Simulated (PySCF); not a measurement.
`[SiH4]`: 4 charge schemes on one density

SiH4.
Geometry (GFN2-xTB, Å), atoms numbered from 1 in this order:
```
atom  x, y, z in Å
Si1    0.0017    0.0005   -0.0033
H2    -0.3321    1.2366   -0.7065
H3    -0.6879   -1.1206   -0.6366
H4     1.4444   -0.2201   -0.0627
H5    -0.4175    0.1065    1.3919
```

Density: PBE0/pcSseg-1 (PySCF); schemes: Mulliken, IAO, Hirshfeld and ESP-fitted. Isolated species at its GFN2-xTB geometry, gas phase.

Question: Which atoms carry the lowest charge in the Mulliken, IAO, Hirshfeld and ESP-fitted schemes?

Answer: All schemes pick atoms of one kind: Mulliken H2, H3, H4 and H5 (-0.084); IAO H2, H3, H4 and H5 (-0.111); Hirshfeld H2, H3, H4 and H5 (-0.073); ESP-fitted H3 and H4 (-0.084).

Question: Which atoms carry the highest charge in the Mulliken, IAO, Hirshfeld and ESP-fitted schemes?

Answer: All schemes agree: Mulliken Si1 (+0.336); IAO Si1 (+0.443); Hirshfeld Si1 (+0.291); ESP-fitted Si1 (+0.333).

Question: What partial charge does each atom carry?

Answer: In e:

| atom | environment | Mulliken | IAO | Hirshfeld | ESP-fitted |
| --- | --- | --- | --- | --- | --- |
| Si1 | four-coordinate silicon | +0.336 | +0.443 | +0.291 | +0.333 |
| H2 | Si–H hydrogen | -0.084 | -0.111 | -0.073 | -0.083 |
| H3 | Si–H hydrogen | -0.084 | -0.111 | -0.073 | -0.084 |
| H4 | Si–H hydrogen | -0.084 | -0.111 | -0.073 | -0.084 |
| H5 | Si–H hydrogen | -0.084 | -0.111 | -0.073 | -0.083 |

Mean size of the charges over all atoms: IAO 0.177 e, Mulliken 0.134 e, ESP-fitted 0.133 e, Hirshfeld 0.116 e. Each set sums to the total charge, 0, to within 0.001 e. The ESP scheme is a least-squares fit of atom-centred charges to the potential on four shells outside the van der Waals surface, with the total charge fixed. The IAO scheme projects the occupied orbitals on a minimal set of polarised atomic orbitals and counts the electrons in each atom's part of it.

Question: Sum the charges by element, for elements with more than one atom.

Answer: 
| element | atoms | Mulliken | IAO | Hirshfeld | ESP-fitted |
| --- | --- | --- | --- | --- | --- |
| H | 4 | -0.336 | -0.443 | -0.291 | -0.333 |

Question: How many electrons does the Hirshfeld scheme count on Si1?

Answer: Z − q = 14 − (+0.291) = 13.709.
